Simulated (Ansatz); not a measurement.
Compare A (`SC1C=N1`) with its isomer B (`N=C1CS1`).

Isolated molecules relaxed with PBE0-D4/def2-TZVP in Ansatz; ΔE leaves out vibrations. CCSD(T)/CBS adds triple-zeta CCSD(T) − MP2 to the extrapolated MP2 energy (def2 sets, frozen cores). Functionals use def2-TZVPP. One conformer a species, not always the lowest.

A:

Z-matrix (Å, degrees):
```
C
C 1 1.438
N 1 1.525 2 49.7
S 1 1.778 2 120.5 3 -105.3
H 1 1.086 2 120.0 3 99.8
H 2 1.082 1 151.0 3 178.1
H 4 1.344 1 96.6 2 145.2
```

B:

```xyz
7

N     1.510   -0.030   -0.817
C     0.595   -0.029    0.033
C    -0.826    0.021    0.352
S     0.375   -0.104    1.747
H     1.126    0.034   -1.760
H    -1.347    0.971    0.267
H    -1.433   -0.862    0.177
```

Problem. Which is lower in electronic energy at CCSD(T)/CBS, and by how much? (Best estimate.)

Solution. Computed: B, by 84.8 kJ/mol.

Problem. Give E(B) − E(A) in kJ/mol with B2PLYP, MP2/def2-TZVPP, r2SCAN-D4, BLYP-D4, CCSD/def2-TZVPP, LDA (SPW92), CCSD(T)/def2-SVP. (Best estimate.)

Solution. Ansatz gave: B2PLYP -91.6, MP2/def2-TZVPP -87.3, r2SCAN-D4 -101.6, BLYP-D4 -98.2, CCSD/def2-TZVPP -81.0, LDA (SPW92) -107.5, CCSD(T)/def2-SVP -73.8. None reverses the order clearly.

Problem. Does the order hold for the free energy at 298.15 K (harmonic terms from PBE0-D4)? (Estimate.)

Solution. Ansatz gave: Yes: G(B) − G(A) = -74.1 kJ/mol, for one conformer each.

Largest T1 diagnostic: 0.014.

Leaving LDA and LC-ωPBE aside and taking each functional with its dispersion term where it has one, the values, not all of them listed here, spread over 19.4 kJ/mol, from PBE-D4 to ωB97X-V. LDA lies −6.1 kJ/mol from PBE without D4. From PBE to PBE0 (25 % exact exchange), in def2-TZVPP and without D4, E(B) − E(A) moves by +4.7 kJ/mol.
